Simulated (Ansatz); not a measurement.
# BHO (singlet): from Hartree-Fock to the top rungs, cc-pVTZ

The task here is to estimate one member of a computed series from the others.

Program: Ansatz 0.2.0, Gaussian basis. Level of theory: cc-pVTZ, core rule «outside noble gas», up to 2 orbitals frozen. These are calculated values, not measurements.

The runs, in order: UHF; CCSD(T) on RHF; BCCD(T) on RHF; CISD; CCSDT(Q) on RHF; CASSCF and NEVPT2, 10 electrons in 9 orbitals.

7 further runs of the same task are left out: 1 for a known fault of the program, 1 for a mislabelled method, 5 set aside as unsound or not needed.

### What is computed

The geometry is a PBE0/def2-TZVP stationary point (not a proven minimum).

3 atoms, charge 0, spin multiplicity 1.

Atoms are counted from 1 here; the program's logs count them from 0.

Bond lengths: B1–O2 1.198 Å, B1–H3 1.173 Å. Angles: O2–B1–H3 180.0°.

As a file:

```mol
BHO
  3D, bonds by distance, orders not assigned

  3  2  0  0  0  0  0  0  0  0999 V2000
    0.0000    0.0000    0.0084 B   0  0
    0.0000    0.0000   -1.1895 O   0  0
    0.0000    0.0000    1.1811 H   0  0
  1  2  8  0
  1  3  8  0
M  END
```

The first run:

File in.yaml:

```yaml
crystal:
  periodic: [false, false, false]
  atoms:
    - {symbol: B, position_ang: [0.000000, 0.000000, 0.008418]}
    - {symbol: O, position_ang: [0.000000, 0.000000, -1.189543]}
    - {symbol: H, position_ang: [0.000000, 0.000000, 1.181125]}
basis:
  gaussian: {orbitals: cc-pVTZ}
magnetization: {spin_polarized: true, initial_magnetization: 0}
hamiltonian: {xc: hf}
output: {orbitals: {seedname: orbitals}}
```

Launch:

```bash
$ ansatz run in.yaml --threads 1 --pin off --events-out ev --progress --plain --max-ram 2393MiB
```

Steps of the session up to this table: UHF; CCSD(T) on RHF; BCCD(T) on RHF; CISD; CCSDT(Q) on RHF; CASSCF and NEVPT2, 10 electrons in 9 orbitals.

One of the session's tables, all rows but one given; the rest of the session is left out.

It belongs to the step «Misses and costs». 

```
        method  from RCCSDT(Q) (meV)
           RHF               +9513.1
          RMP2                +519.4
          CISD               +1010.1
         RCCSD                +427.0
      RCCSD(T)                 +31.1
       BCCD(T)                 +29.8
        RCCSDT                 +25.8
     RCCSDT(Q)                     0
CASSCF valence                     ?
NEVPT2 valence               +1095.2
```

**Question.** Estimate the row for CASSCF valence.

As computed: from RCCSDT(Q) (meV): +5892.6. In the column «from RCCSDT(Q) (meV)» it lies between NEVPT2 valence (+1095.2) and RHF (+9513.1).

With the free atoms at the same levels and basis (separate runs), the atomisation energy is 13.099 eV at RCCSDT(Q), 13.088 eV at RCCSD(T), 9.817 eV at RHF.
